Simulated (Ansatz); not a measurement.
Consider the hydrogen abstraction from the N–H bond: `BNC` + `[OH]`• → `B[N]C`• + H₂O.

Gas-phase electronic energies from Ansatz, PBE0-D4/def2-TZVP geometries. CCSD(T)/CBS is the MP2 limit (def2-TZVPP, def2-QZVPP) plus CCSD(T) − MP2 in def2-TZVPP, frozen cores. This one scheme is used for every species. DFT in def2-TZVPP. B3LYP here is the variant with VWN-RPA as its local correlation; programs differ in this. No spin–orbit coupling; open shells (•) take unrestricted orbitals.

```tsv
level	ΔE (kcal/mol)	difference from CCSD(T)/CBS
LDA (SPW92)	-24.5	-14.7
r2SCAN-D4	-14.2	-4.4
B3LYP-D4	-12.2	-2.4
r2SCAN0-D4	-10.3	-0.5
BHLYP-D4	-6.3	3.5
ωB97X-V	-9.2	0.6
ωB97M-V	-9.9	-0.1
PBE-QIDH	-8.2	1.6
PBE	-17.6	-7.8
r2SCAN0	-10.4	-0.6
RPA@PBE/def2-TZVPP	-3.5	6.3
HF/def2-SVP	4.1	13.9
MP2/def2-SVP	-4.2	5.6
SCS-MP2/def2-TZVPP	-5.2	4.6
MP2/CBS(def2)	-9.3	0.5
CCSD/CBS(def2)	-8.7	1.1
CCSD(T)/CBS	-9.8	0
```

Problem. What do rigid-rotor, harmonic-oscillator terms from PBE0-D4/def2-TZVP frequencies (298.15 K, 1 bar) make of the CCSD(T)/CBS value? (An estimate is asked.)

Solution. Computed: ΔZPE = -2.2 kcal/mol, ΔH = -11.3 kcal/mol, ΔS = 25 J/(mol·K), ΔG = -13.0 kcal/mol. Open shells count their whole term as degenerate.

Largest T1 diagnostic among the species: 0.024.

From r2SCAN to r2SCAN0 (25 % exact exchange), in def2-TZVPP and without D4, ΔE moves by +3.9 kcal/mol. In def2-TZVPP, CCSD(T) changes the Hartree–Fock value by −10.9 kcal/mol (the triples alone add −1.2 kcal/mol) and MP2 by −10.3 kcal/mol. Leaving LDA and LC-ωPBE aside and taking each functional with its dispersion term where it has one, the values, not all of them listed here, spread over 11.0 kcal/mol, from PBE-D4 to BHLYP-D4. LDA lies −6.9 kcal/mol from PBE without D4.
